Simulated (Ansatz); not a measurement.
# AlPH₂ (singlet): the correlation ladder, cc-pVDZ

The task here is to estimate one member of a computed series from the others.

Method: cc-pVDZ, core rule «outside noble gas», up to 10 orbitals frozen; program: Ansatz 0.2.0, Gaussian basis.

Plan: UHF; CCSD(T) on RHF; BCCD(T) on RHF; CISD; CCSDT(Q) on RHF; CCSDTQ on RHF.

11 further runs of the same task are left out: 8 for a known fault of the program, 3 set aside as unsound or not needed.

### The geometry

The geometry is a PBE0/def2-TZVP stationary point (not a proven minimum).

4 atoms, charge 0, spin multiplicity 1.

Atoms are counted from 1 here; the program's logs count them from 0.

Bond lengths: Al1–P2 2.131 Å, Al1–H3 1.583 Å, P2–H4 1.451 Å. Angles: P2–Al1–H3 176.8°, Al1–P2–H4 75.4°.

Coordinates:

```xyz
4
AlH2P
Al    0.0000    0.0033    1.1038
P     0.0000    0.0453   -1.0264
H     0.0000   -0.1169    2.6818
H     0.0000   -1.3656   -0.6878
```

Set-up of the first run:

File in.yaml:

```yaml
crystal:
  periodic: [false, false, false]
  atoms:
    - {symbol: Al, position_ang: [0.000000, 0.003348, 1.103758]}
    - {symbol: P, position_ang: [0.000000, 0.045326, -1.026381]}
    - {symbol: H, position_ang: [0.000000, -0.116866, 2.681764]}
    - {symbol: H, position_ang: [0.000000, -1.365594, -0.687779]}
basis:
  gaussian: {orbitals: cc-pVDZ}
magnetization: {spin_polarized: true, initial_magnetization: 0}
hamiltonian: {xc: hf}
output: {orbitals: {seedname: orbitals}}
```

Started as:

```
> ansatz run in.yaml --threads 1 --pin off --events-out ev --progress --plain --max-ram 4096MiB --backend cpu
```

Among the steps run: UHF; CCSD(T) on RHF; BCCD(T) on RHF; CISD; CCSDT(Q) on RHF; CCSDTQ on RHF.

One of the session's tables, all rows but one given; the rest of the session is left out.

```
   method  from RCCSDTQ (meV)
      RHF             +6017.9
     RMP2             +1077.0
     CISD                   ?
    RCCSD              +293.9
 RCCSD(T)               +50.9
  BCCD(T)               +52.0
   RCCSDT               +19.4
RCCSDT(Q)                -1.2
  RCCSDTQ                   0
```

**Question.** Estimate the row for CISD.

**Answer.** from RCCSDTQ (meV): +774.5. In the column «from RCCSDTQ (meV)» it lies between RCCSD (+293.9) and RMP2 (+1077.0).
